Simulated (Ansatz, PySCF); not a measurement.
Dimer: CHN (SMILES C#N) (first 3 atoms) with CH4S (SMILES CS); geometry from NCB31 set.
(charge 0, multiplicity 1):
```tsv
atom	x (Å)	y (Å)	z (Å)
C	1.9964	0.0572	-0.0065
N	2.9802	0.6583	0.1095
H	1.0723	-0.4852	-0.1064
S	-1.5144	-0.8000	-0.1170
C	-1.5701	1.0130	0.0116
H	-1.5546	-1.0526	1.2005
H	-1.5456	1.3924	-1.0102
H	-0.7087	1.4026	0.5531
H	-2.4931	1.3399	0.4867
```

Interaction energies are E(AB) − E(A) − E(B) at the monomers' geometry in the complex; basis-set methods are counterpoise corrected. Rows marked so take none.

Frozen-core correlation. Rows in 3-21G carry no dispersion term and start afresh at each structure.

The values were computed with Ansatz (an electronic-structure program); PySCF for 3-21G rows, the dispersion terms. 

Problem. One of these levels gives -20.4 kJ/mol for the interaction energy. Which?
(A) BLYP/def2-TZVPPD
(B) BLYP-D3(BJ)/def2-TZVPPD
(C) MP2/aug-cc-pV(D+d)Z
(D) B3LYP/3-21G (no counterpoise)

Solution. D, B3LYP/3-21G (no counterpoise). The others give -8.6 (BLYP/def2-TZVPPD), -17.2 (BLYP-D3(BJ)/def2-TZVPPD), -13.8 (MP2/aug-cc-pV(D+d)Z)
